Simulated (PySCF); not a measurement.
## Sulfur: a sound run and one with changed settings

Sound run: S [Ne] 3s2 3p4, S⁺ [Ne] 3s2 3p3. Calculation: PySCF 2.14, in jorge-DZP-DKH; scalar relativity by spin-free X2C-1e. In the sound run the correlated levels freeze [Ne]. The sound run starts from symmetry-adapted Hartree-Fock orbitals and uses a fine grid where one is needed.

Changed run: initial guess minao, at most 50 SCF cycles.

```
species   method  sound run (hartree)  changed run (hartree)  converged
      S      UHF           -398.57563             -398.57563        yes
      S     BP86           -399.23992             -399.23992        yes
      S  CCSD(T)           -398.68260             -398.68260        yes
     S⁺     MN15           -398.89623             -398.89623        yes
     S⁺      MP2           -398.30897             -398.30897        yes
```

Here the plain start reaches the same solutions.
